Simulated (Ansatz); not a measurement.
A calculation with Ansatz (development build ahead of 0.2.0).

```yaml
crystal:
  periodic: [false, false, false]
  atoms:
    - { symbol: P, position_ang: [0.0, 0.0, -2.8365] }
    - { symbol: P, position_ang: [0.0, 0.0, 2.8365] }
basis:
  gaussian: { orbitals: pcseg-2 }
magnetization:
  spin_polarized: true
hamiltonian:
  xc: { name: wB97X }
```

The input is written out in the form of the current development build from the run's settings.

The run gave:

```yaml
Converged: yes
Total_energy: -682.52018 hartree
Spin_squared_of_the_determinant: 3.002
Stability_test: minimum
```

Caution: the unrestricted determinant is a mixture of spin states.
